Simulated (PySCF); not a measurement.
Cartesian coordinates (Å):
SMILES: [SH]
```xyz
2

S      0.6786     0.0000     0.0000
H     -0.6786     0.0000     0.0000
```
Charge 0, spin multiplicity 2.

Question: What is the computed dipole moment, highest occupied spin orbital and total energy (PBE-D3(BJ)/def2-TZVP in PySCF 2.14.0)?

Answer: 
| Property | Result |
|---|---|
| dipole moment | 0.87 D |
| highest occupied spin orbital | -6.12 eV |
| total energy | -398.5779 Ha |
